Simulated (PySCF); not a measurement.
**How methods differ on the electron affinity of Cl**

Cl⁻ [Ar] (1S) → Cl [Ne] 3s2 3p5 (2P), as a difference of total energies. Computed with PySCF 2.14 in def2-TZVPPD (6s6p4d1f, 51 functions), with no relativity, point nucleus. Correlated levels: valence: [Ne] frozen. The calculations carry no spin-orbit coupling.

```json
{"method": "UHF", "electron affinity (eV)": "2.382"}
{"method": "MP2 (valence)", "electron affinity (eV)": "3.586"}
{"method": "SCS-MP2 (valence)", "electron affinity (eV)": "3.486"}
{"method": "CCSD (valence)", "electron affinity (eV)": "3.373"}
{"method": "CCSD(T) (valence)", "electron affinity (eV)": "3.454"}
```

A first-order spin-orbit estimate (lowest level to lowest level, LS coupling) adds -0.036 eV.

Errors of the correlated levels include the incompleteness of this basis and the frozen core.

**Question.** Which method comes closest to the reference value, and which is furthest?

**Answer.** The reference is 3.613 eV (measured; photodetachment measurements, as compiled on the Wikipedia data page of electron affinities). Closest: MP2 (valence) (error -0.062 eV); furthest: UHF (error -1.266 eV), both after the spin-orbit estimate.
